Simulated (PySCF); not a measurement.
## 5-methylisoxazole (Cc1ccno1, C4H5NO)

Molfile (atoms numbered from 1):
```
C4H5NO
     RDKit          3D

 11 11  0  0  0  0  0  0  0  0999 V2000
   -1.7012   -0.0651   -0.2477 C   0  0  0  0  0  0  0  0  0  0  0  0
   -0.2411   -0.1439   -0.0346 C   0  0  0  0  0  0  0  0  0  0  0  0
    0.7408    0.7849    0.0835 C   0  0  0  0  0  0  0  0  0  0  0  0
    1.9080    0.0081    0.2716 C   0  0  0  0  0  0  0  0  0  0  0  0
    1.6510   -1.2678    0.2671 N   0  0  0  0  0  0  0  0  0  0  0  0
    0.2919   -1.3670    0.0745 O   0  0  0  0  0  0  0  0  0  0  0  0
   -2.0143    0.9758   -0.3130 H   0  0  0  0  0  0  0  0  0  0  0  0
   -2.2388   -0.5416    0.5754 H   0  0  0  0  0  0  0  0  0  0  0  0
   -1.9865   -0.5758   -1.1703 H   0  0  0  0  0  0  0  0  0  0  0  0
    0.6445    1.8565    0.0440 H   0  0  0  0  0  0  0  0  0  0  0  0
    2.9282    0.3357    0.4101 H   0  0  0  0  0  0  0  0  0  0  0  0
  1  2  1  0
  2  3  2  0
  3  4  1  0
  4  5  2  0
  5  6  1  0
  6  2  1  0
  1  7  1  0
  1  8  1  0
  1  9  1  0
  3 10  1  0
  4 11  1  0
M  END
```

Method: quadratic response CAM-B3LYP/def2-TZVPD first hyperpolarisability, Taylor convention, gas phase in PySCF. Geometry: PBE0-D3(BJ)/def2-TZVP.

Task: Give the tensor of the second harmonic β(−2ω;ω,ω) at 1064 nm in the axes of these coordinates.

Result: In au, Taylor convention; rows are the first index (the induced dipole):
|  | xx | yy | zz | xy | xz | yz |
| --- | --- | --- | --- | --- | --- | --- |
| x | -30.8 | -11.3 | -2.5 | +31.3 | -4.8 | +8.3 |
| y | +28.8 | -35.0 | -22.8 | -10.2 | +7.8 | -1.8 |
| z | -4.8 | -2.0 | +1.3 | +8.2 | -2.3 | -22.9 |

Norm of βᵢ = ⅓ Σⱼ (βᵢⱼⱼ + βⱼᵢⱼ + βⱼⱼᵢ): 51.9 au, hyper-Rayleigh value 30.2 au.
